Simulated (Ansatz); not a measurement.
# How methods differ on NaLi (SMILES [Li][Na])

The species is NaLi (2 atoms), meant as a singlet with charge 0. SMILES: `[Li][Na]`. The bond length is the measured one.

```tsv
atom	x (Å)	y (Å)	z (Å)
Li	0.0000	0.0000	0.0000
Na	0.0000	0.0000	2.8100
```

Each level gives the energy change with the Li1–Na2 bond stretched from 2.810 to 4.215 Å (eV). The values are calculated.

| level | kind | program | value (eV) | less FCI/STO-3G | CPU time (all runs) |
| --- | --- | --- | --- | --- | --- |
| HF/STO-3G (restricted) | Hartree–Fock | Ansatz | 1.91 | +0.11 | 0.14 s |
| revPBE/STO-3G (restricted) | GGA | Ansatz | 1.89 | +0.09 | 1.8 s |
| BHLYP/STO-3G (restricted) | global hybrid | Ansatz | 2.04 | +0.24 | 1.5 s |
| PBE0/STO-3G (restricted) | global hybrid | Ansatz | 2.00 | +0.20 | 1.6 s |
| RPA@PBE/STO-3G (restricted) | RPA | Ansatz | 1.93 | +0.13 | 2.5 s |
| CCSD(T)/STO-3G (restricted) | coupled cluster or CI | Ansatz | 1.80 | 0.00 | 0.33 s |
| CCSD/STO-3G (restricted) | coupled cluster or CI | Ansatz | 1.79 | -0.01 | 0.32 s |
| CCSDT/STO-3G (restricted) | coupled cluster or CI | Ansatz | 1.80 | 0.00 | 0.98 s |
| FCI/STO-3G | exact in the basis | Ansatz | 1.80 | 0.00 | 11 s |

FCI/STO-3G is exact within its basis and frozen core, so for wave-function methods in that basis the difference is their error; functionals converge differently with the basis, so for them it is only a difference. The first shape isn't each level's own minimum. The values span 1.79 to 2.04 eV. Minimal STO sets describe s-block atoms so badly that they can place the ion below the atom. All rows use very small basis sets, so even the best lies far from the true value. CPU times are rough (shared hosts, several kinds of processor): they show what a rung costs within a factor of a few.
